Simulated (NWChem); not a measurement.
System: dimethylamine (C₂H₇N); SMILES CNC

Output (shortened):

```
             Northwest Computational Chemistry Package (NWChem) 7.3.0
             --------------------------------------------------------

 CS  symmetry detected

                             Geometry "geometry" -> ""
                             -------------------------

 Output coordinates in angstroms (scale by  1.889725989 to convert to a.u.)

  No.       Tag          Charge          X              Y              Z
 ---- ---------------- ---------- -------------- -------------- --------------
    1 C                    6.0000     0.21754103    -0.00185494    -1.20718400
    2 N                    7.0000    -0.56060795     0.09787125     0.00000000
    3 C                    6.0000     0.21754103    -0.00185494     1.20718400
    4 H                    1.0000     0.83404532    -0.92596519    -1.28874100
    5 H                    1.0000     0.91218009     0.85231405    -1.27822500
    6 H                    1.0000    -0.44016665     0.04274195    -2.08866800
    7 H                    1.0000    -1.29835425    -0.60102103     0.00000000
    8 H                    1.0000     0.83404532    -0.92596519     1.28874100
    9 H                    1.0000    -0.44016665     0.04274195     2.08866800
   10 H                    1.0000     0.91218009     0.85231405     1.27822500

 Effective nuclear repulsion energy (a.u.)      84.2947038338

      Symmetry information
      --------------------

 Group name             Cs
 Group number              2
 Group order               2
 No. of unique centers     6

  pbe96 is a nonlocal functional; adding pw91lda local functional.

                                 NWChem DFT Module
                                 -----------------

 Summary of "ao basis" -> "ao basis" (spherical)
 ------------------------------------------------------------------------------
       Tag                 Description            Shells   Functions and Types
 ---------------- ------------------------------  ------  ---------------------
 C                         def2-svpd                 8       20   4s2p2d
 N                         def2-svpd                 8       20   4s2p2d
 H                         def2-svpd                 4        8   2s2p

      Symmetry analysis of basis
      --------------------------

        a'         64
        a"         52

[...]

                                NWChem TDDFT Module
                                -------------------

            General Information
            -------------------
           No. of orbitals :     232
            Alpha orbitals :     116
             Beta orbitals :     116
        Alpha frozen cores :       0
         Beta frozen cores :       0
     Alpha frozen virtuals :       0
      Beta frozen virtuals :       0
         Spin multiplicity :       1
    Number of AO functions :     116
        Use of symmetry is : off
      Symmetry adaption is : on
         Schwarz screening :  0.10D-07

              XC Information
              --------------
   PerdewBurkeErnzerhof Exchange Functional   1.00
     Perdew 1991 LDA Correlation Functional   1.00 local
    PerdewBurkeErnz. Correlation Functional   1.00 non-local

             TDDFT Information
             -----------------
          Calculation type : Tamm-Dancoff TDDFT
         Wavefunction type : Restricted singlets
          No. of electrons :      26
           Alpha electrons :      13
            Beta electrons :      13
              No. of roots :       6
          Max subspacesize :    5200
            Max iterations :     100
               Target root :       1
           Target symmetry : none
      Symmetry restriction : off
                 Algorithm : Optimal
        Davidson threshold :  0.10D-03

    6 smallest eigenvalue differences (eV)
--------------------------------------------------------
  No. Spin  Occ  Vir  Irrep   E(Occ)    E(Vir)   E(Diff)
--------------------------------------------------------
    1    1   13   14 a'       -0.182     0.004     5.049
    2    1   13   15 a"       -0.182     0.036     5.935
    3    1   13   16 a'       -0.182     0.041     6.067
    4    1   13   17 a'       -0.182     0.074     6.969
    5    1   13   18 a'       -0.182     0.077     7.036
    6    1   13   19 a"       -0.182     0.102     7.733
--------------------------------------------------------

  Entering Davidson iterations
  Restricted singlet excited states

  Iter   NTrls   NConv    DeltaV     DeltaE      Time
  ----  ------  ------  ---------  ---------  ---------
    1      6       0     0.64E-01   0.10+100        6.9
    2     12       0     0.17E-01   0.51E-02        4.7
    3     18       0     0.29E-02   0.32E-03        5.1
    4     24       1     0.26E-03   0.76E-05        6.4
    5     29       6     0.43E-04   0.63E-07        4.3
  ----  ------  ------  ---------  ---------  ---------
  Convergence criterion met

  Ground state a'       -134.887295295375 a.u.

  ----------------------------------------------------------------------------
  Root   1 singlet a'             0.187420742 a.u.                5.1000 eV
  ----------------------------------------------------------------------------
     Transition Moments    X -0.17657   Y  0.18560   Z  0.00000
     Dipole Oscillator Strength                    0.0081996990
     Electric Quadrupole                           0.0000000995
     Magnetic Dipole                               0.0000003946
     Total Oscillator Strength                     0.0082001930

[...]
```

Level: PBE/def2-SVPD, TDA. Geometry: optimised at PBE0/def2-SVP.

Q: Which NWChem input produces such a log?

A: This is not unique; one that fits is the input that was run:
```
start job
memory heap 200 mb stack 900 mb global 1100 mb
geometry units angstroms noautoz
  C      0.218061    -0.005074     1.207184
  N     -0.559370     0.100103     0.000000
  C      0.218061    -0.005074    -1.207184
  H      0.828074    -0.933482     1.288741
  H      0.918669     0.844206     1.278225
  H     -0.439318     0.044131     2.088668
  H     -1.301996    -0.593602     0.000000
  H      0.828074    -0.933482    -1.288741
  H     -0.439318     0.044131    -2.088668
  H      0.918669     0.844206    -1.278225
end
basis spherical
  * library def2-svpd
end
dft
  xc xpbe96 cpbe96
  iterations 150
end
tddft
  cis
  nroots 6
  notriplet
end
task tddft energy
```
